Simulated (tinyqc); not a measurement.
Starting guesses with plain Roothaan steps: SCF starting guesses in the sto-3g basis, for H3O+, spin multiplicity 1. Computed by the program tinyqc with PySCF. RHF with one setting changed at a time; a run stops when the energy changes by less than 1e-09 hartree and the error matrix is below 1e-5. Starts: the lowest orbitals of the core Hamiltonian, of the Wolfsberg-Helmholz matrix (K = 1.75), projected atomic densities, random orbitals, and the highest orbitals of the core Hamiltonian (a deliberately bad start).

Geometry (angstrom):
```
atom        x        y       z
O      0.0000   0.0000  0.2860
H      0.9870   0.0000  0.0000
H     -0.4940   0.8550  0.0000
H     -0.4940  -0.8550  0.0000
```

lowest restricted solution found by these runs and by PySCF = -75.326287 hartree

Largest element of the error matrix X^T (FDS - SDF) X:
```
iteration     core  Wolfsberg-Helmholz  atomic densities   random  highest core orbitals
1          7.3e-01             4.7e-01           1.1e+00  1.3e+01                2.5e-01
2          2.4e-01             1.0e-01           3.1e-01  7.0e-01                7.5e-01
3          5.1e-02             2.2e-02           5.5e-02  1.5e-01                2.2e-01
4          1.1e-02             7.4e-03           1.6e-02  3.9e-02                4.6e-02
5          2.8e-03             2.5e-03           2.4e-03  1.2e-02                1.0e-02
6          1.2e-03             1.0e-03           8.2e-04  6.3e-03                2.3e-03
8          2.1e-04             1.8e-04           5.9e-05  1.1e-03                3.1e-04
10         3.9e-05             3.3e-05           1.2e-05  2.1e-04                5.8e-05
14               -                   -                 -  7.6e-06                      -
```

How each run ends:
```
run                    iterations  E (hartree)         state
core                           12   -75.326287  lowest found
Wolfsberg-Helmholz             12   -75.326287  lowest found
atomic densities               11   -75.326287  lowest found
random                         14   -75.326287  lowest found
highest core orbitals          13   -75.326287  lowest found
```

What does the comparison show, and why?

5 of 5 runs reach the lowest restricted solution found, in 11 to 14 iterations (fastest: atomic densities). The first errors are 7e-01, 5e-01, 1e+00, 1e+01, 2e-01; the deliberately bad start has the smallest one, so a small first error does not mark a good start.
